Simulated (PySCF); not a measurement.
acetyl fluoride: calculation against experiment

**Measured values to compare with.**

From NIST CCCBDB Release 22 (SRD 101), experimental dipoles, for the gas: dipole moment (microwave Stark effect) 2.96 D.

The runs below try to reproduce these values; the comparison stands at the end.

Compound: acetyl fluoride, C2H3FO.
Atom-mapped SMILES: `[CH3:1][C:2](=[O:3])[F:4]` (hydrogens: H5, H6, H7 on C1)

Structure used (PBE0-D3(BJ)/def2-SVP), in Å, numbered top down from 1:
```
atom  x, y, z in Å
C1    -0.638   -0.135    0.072
C2     0.832    0.047   -0.105
O3     1.680   -0.776   -0.134
F4     1.140    1.350   -0.227
H5    -0.951    0.343    1.013
H6    -0.884   -1.202    0.093
H7    -1.177    0.371   -0.742
```

Runs made with PySCF (gas phase, on this PBE0-D3(BJ)/def2-SVP geometry; no spin–orbit coupling):

| level | job | basis functions | wall time |
| --- | --- | --- | --- |
| PBE0-D3(BJ)/def2-SVP, grid level 1 | geometry optimisation from a GFN2-xTB start | 71 | 16 s |
| B97-2/pcSseg-2 | shieldings | 186 | 9.2 s |
| CAM-B3LYP/pcSseg-2 | shieldings | 186 | 12 s |
| LC-wPBE/pcSseg-2 | shieldings | 186 | 22 s |
| PBE0/6-311+G(2d,p) | shieldings, charges and field gradients | 126 | 9.1 s |
| PBE0/6-31G | shieldings, charges and field gradients | 42 | 4.1 s |
| PBE0/6-31G* | shieldings, charges and field gradients | 62 | 4.9 s |
| PBE0/STO-3G | shieldings, charges and field gradients | 23 | 1.9 s |
| PBE0/def2-SVP | shieldings, charges and field gradients | 71 | 5.3 s |
| PBE0/def2-TZVP | shieldings, charges and field gradients | 142 | 12 s |
| WP04/pcSseg-2 | shieldings | 186 | 13 s |
| wB97X-D/pcSseg-2 | shieldings | 186 | 15 s |

Hardware: one thread, x86-64 server, shared host.

All basis functions are spherical.

## Comparison

**Dipole moment.** Measured: 2.96 D (NIST CCCBDB Release 22 (SRD 101), experimental dipoles).

```json
{"level": "PBE0-D3(BJ)/def2-SVP", "computed (D)": "2.84", "computed − measured (D)": "-0.12", "% (from the printed values)": "-4"}
{"level": "B97-2/pcSseg-2", "computed (D)": "3.00", "computed − measured (D)": "+0.04", "% (from the printed values)": "+1"}
{"level": "CAM-B3LYP/pcSseg-2", "computed (D)": "3.08", "computed − measured (D)": "+0.12", "% (from the printed values)": "+4"}
{"level": "LC-wPBE/pcSseg-2", "computed (D)": "3.05", "computed − measured (D)": "+0.09", "% (from the printed values)": "+3"}
{"level": "PBE0/6-311+G(2d,p)", "computed (D)": "3.02", "computed − measured (D)": "+0.06", "% (from the printed values)": "+2"}
{"level": "PBE0/6-31G", "computed (D)": "3.08", "computed − measured (D)": "+0.12", "% (from the printed values)": "+4"}
{"level": "PBE0/6-31G*", "computed (D)": "2.80", "computed − measured (D)": "-0.16", "% (from the printed values)": "-5"}
{"level": "PBE0/STO-3G", "computed (D)": "1.79", "computed − measured (D)": "-1.17", "% (from the printed values)": "-40"}
{"level": "PBE0/def2-SVP", "computed (D)": "2.84", "computed − measured (D)": "-0.12", "% (from the printed values)": "-4"}
{"level": "PBE0/def2-TZVP", "computed (D)": "2.95", "computed − measured (D)": "-0.01", "% (from the printed values)": "0"}
{"level": "WP04/pcSseg-2", "computed (D)": "3.07", "computed − measured (D)": "+0.11", "% (from the printed values)": "+4"}
{"level": "wB97X-D/pcSseg-2", "computed (D)": "3.03", "computed − measured (D)": "+0.07", "% (from the printed values)": "+2"}
```

12 of the 13 levels run are shown, the closest and the furthest among them. Closest is PBE0/def2-TZVP (-0.01 D), furthest PBE0/STO-3G (-1.17 D); one molecule doesn't rank methods. The computed dipoles belong to one fixed geometry; measured ones are averaged over vibrations unless marked μe. Magnitudes are compared, not signs.

The geometry is computed, not the measured one. Where a level misses, the cause wasn't examined.
